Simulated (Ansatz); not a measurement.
Species: CS, SMILES `[C-]#[S+]` with one electron removed (charge 1, multiplicity 2).

Problem. Give a relaxed geometry from PBE0-D4/def2-TZVP in Ansatz (a quantum-chemistry and plane-wave program).

Solution. the end point of this relaxation (outside a Z-matrix the atoms follow the SMILES, hydrogens last).
Cartesian coordinates (Å) in one orientation:
```xyz
2

C      0.741     0.000     0.000
S     -0.741     0.000     0.000
```
